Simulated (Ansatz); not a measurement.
`[AlH2][SiH2][SiH3]` + NH₃ → `N[SiH2][AlH2]` + SiH₄ at 600 K and 1 bar (cleavage of the Si–Si bond).

Gas-phase electronic energies from Ansatz, PBE0-D4/def2-TZVP geometries. CCSD(T)/CBS adds triple-zeta CCSD(T) − MP2 to the extrapolated MP2 energy (def2 sets, frozen cores). This one scheme is used for every species. Each species was taken in one conformer, which may not be the lowest.

| species | CCSD(T)/CBS energy (Eh) | H − E (kJ/mol) | S (J/(mol·K)) |
| --- | --- | --- | --- |
| `[AlH2][SiH2][SiH3]` | -824.34741 | 209.0 | 458.1 |
| NH₃ | -56.50880 | 112.4 | 219.5 |
| `N[SiH2][AlH2]` | -589.40062 | 204.3 | 414.2 |
| SiH₄ | -291.46306 | 108.7 | 242.3 |

H − E and S are ideal-gas, rigid-rotor, harmonic terms from PBE0-D4/def2-TZVP, for one conformer and one mirror image of each species. 1 Eh = 2625.50 kJ/mol, R = 8.31446 J/(mol·K).

Problem. By hand: ΔE, ΔH, ΔS and ΔG.

Solution. ΔE = (-589.40062) + (-291.46306) − (-824.34741) − (-56.50880) = -0.00747 Eh = -19.6 kJ/mol. Δ(H − E) = 204.3 + 108.7 − 209.0 − 112.4 = -8.4, so ΔH = -28.0 kJ/mol. ΔS = 414.2 + 242.3 − 458.1 − 219.5 = -21.1 J/(mol·K). ΔG = -28.0 − 600 × (-21.1)/1000 = -15.3 kJ/mol.

Problem. By hand: the equilibrium constant, and the temperature at which ΔG would vanish if ΔH and ΔS stayed fixed.

Solution. log₁₀ K = −ΔG/(RT ln 10) = 1.3. ΔG = 0 at ΔH/ΔS = 1327 K.

TΔS isn't small against ΔH here. A doubt of 5 kJ/mol in ΔE shifts log₁₀ K by 0.4 here. Other conformers and mirror images would add mixing entropy, several J/(mol·K) or more a flexible species. Modes under 60 cm⁻¹, often nearly free rotors, make the harmonic entropy too high. These are equilibria of isolated gas molecules and say nothing of rates. Largest T1 diagnostic: 0.013 (customary marks: 0.02 for closed shells, 0.045 for open ones).
